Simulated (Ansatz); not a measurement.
# BH₂⁺, singlet: reading a ladder of total energies

Geometry: a point of a stretch scan, not a stationary point.

```xyz
3

B     0.0000    0.0000    0.1433
H     0.0000    0.0000   -1.4657
H     0.0000    0.0000    1.3225
```

Basis aug-cc-pVTZ; Ansatz 0.2.0. Correlated methods freeze the noble-gas cores, which leaves 4 electrons in 91 orbitals. R marks a restricted (for open shells ROHF) determinant.

Full CI is exact within this basis and frozen core; it isn't the basis-set limit.

Runs differ by some tens of microhartree through their thresholds, so steps under 0.03 kcal/mol mean nothing.

```csv
level,total energy (hartree)
RHF,-25.423407
RMP2,-25.495808
RCCSD,-25.515546
RCCSD(T),-25.516898
RCCSDT,-25.517283
RCCSDT(Q),-25.517316
full CI,-25.517329
```

Q: What is the correlation energy at full CI, and what share of it do RMP2 and RCCSD(T) recover?

A: E(corr) = -25.517329 − (-25.423407) = -0.093922 hartree = -2.556 eV. RMP2: -0.072401 / -0.093922 = 77.09 %. RCCSD(T): -0.093491 / -0.093922 = 99.54 %.

Q: By how many kcal/mol does RCCSD(T) miss full CI (1 hartree = 627.509 kcal/mol), and which steps make up the rest?

A: -25.516898 − (-25.517329) = 0.000431 hartree = 0.27 kcal/mol. Steps: RCCSDT − RCCSD(T) = -0.24, RCCSDT(Q) − RCCSDT = -0.02, full CI − RCCSDT(Q) = -0.01 kcal/mol. That is within 1 kcal/mol of the reference in this basis, which itself misses far more of the correlation at the basis-set limit.
